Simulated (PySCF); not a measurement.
## H$_{2}$N, SMILES `[NH2]` (charge 0, multiplicity 2)

Calculation: ωB97X-D3(BJ)/def2-TZVP // B3LYP-D3(BJ)/def2-TZVP (PySCF).

```
Item                                                            Value
-----------------------------  --------------------------------------
highest occupied spin orbital                               -11.36 eV
dipole moment                                                  1.97 D
total energy                                              -55.9176 Ha
cost                           about 10 core-seconds (a rough figure)
```

```xyz
3

N     -0.0003     0.4256     0.0000
H      0.8064    -0.2123     0.0000
H     -0.8061    -0.2133     0.0000
```
Charge 0, spin multiplicity 2.
